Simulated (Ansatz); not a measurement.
# Which is lower?

Two relaxed structures of SiNH₄ (charge -1), closed shell (PBE0-D4/def2-TZVPD; forces vanish, vibrations not checked).

A:

N1  (-0.315, -0.855, 0.430)
Si2  (0.125, 0.741, 0.358)
H3  (0.654, 1.465, 1.610)
H4  (0.434, -1.496, 0.678)
H5  (1.189, 1.217, -0.647)
H6  (-1.061, 1.604, -0.018)
(Å)

B:

```csv
atom,x (Å),y (Å),z (Å)
N1,-0.2628,-0.8775,0.2525
Si2,0.1976,0.8720,0.5343
H3,-0.3010,-1.1856,-0.7124
H4,0.3504,-1.5096,0.7490
H5,1.0698,1.1794,-0.7235
H6,-1.0540,1.5214,-0.0999
```

Program: Ansatz 0.2.0. Basis: def2-TZVPPD. Cores are frozen in the correlated methods. B3LYP uses VWN-RPA correlation.

(1) Which structure is lower at CCSD(T), and by how much? (To be estimated.)

T1 diagnostic: at most 0.015.

## Answers

(1) By the calculation: A, by 2.91 kcal/mol (electronic energy, against the other). By their contacts, A is SiNH₄ ([NH][SiH3]), total charge -1 and B is SiNH₄ ([NH2][SiH2]), total charge -1.

All methods give the same order:

```
   method  E(B) − E(A) (kcal/mol)
   PBE-D4                    2.00
r2SCAN-D4                    4.13
  PBE0-D4                    1.36
 B3LYP-D4                    3.09
  wB97M-V                    1.95
       HF                    2.06
      MP2                    6.06
     CCSD                    2.30
  CCSD(T)                    2.91
```

Labels in which every atom is bracketed show which atoms are joined, not bond orders.

For scale, one of the runs: CCSD(T)/def2-TZVPPD, 153 basis functions, launched by `ansatz run in.yaml --threads 2 --pin off --events-out ev --progress --plain --max-ram 4352MiB`. The run took 5.5 s on 2 CPU threads of an Intel Xeon 6975P-C (shared host), with 1.1 GiB of host memory at its peak.
